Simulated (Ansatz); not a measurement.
B(H2O)H3 (BOH5), relaxed as a singlet with RKS r2SCAN-D4/def2-TZVP in Ansatz, starting from the GFN2-xTB geometry. Force threshold 0.02 eV/Å.

Start:

Cartesian coordinates in Å:
```
B 0.147 -0.657 0.106
O -0.573 0.869 -0.107
H -0.261 1.120 -0.983
H -0.125 1.400 0.559
H -0.181 -0.971 1.198
H 1.314 -0.450 -0.013
H -0.321 -1.311 -0.761
```

```json
{"step": "1", "energy (eV)": "-2803.6915", "largest force component (eV/Å)": "0.510", "SCF passes": "23"}
{"step": "2", "energy (eV)": "-2803.7267", "largest force component (eV/Å)": "0.139", "SCF passes": "28"}
{"step": "3", "energy (eV)": "-2803.7350", "largest force component (eV/Å)": "0.062", "SCF passes": "28"}
{"step": "4", "energy (eV)": "-2803.7358", "largest force component (eV/Å)": "0.028", "SCF passes": "28"}
{"step": "5", "energy (eV)": "-2803.7359", "largest force component (eV/Å)": "0.004", "SCF passes": "29"}
```

Force components are those of the run's own axes.

End:

```xyz
7

B     0.167   -0.695    0.111
O    -0.546    0.845   -0.108
H    -0.278    1.171   -0.977
H    -0.158    1.443    0.545
H    -0.192   -0.971    1.225
H     1.348   -0.471   -0.016
H    -0.340   -1.324   -0.780
```

By distances, no bond broke or formed. The bond that changes most is B1–H7, from 1.18 to 1.20 Å (atoms count from 1).

No frequencies were taken in this run, so the end may be a saddle point.

Hardware: 4 threads of Arm Neoverse V1 on a shared host. Wall time 4.6 s.
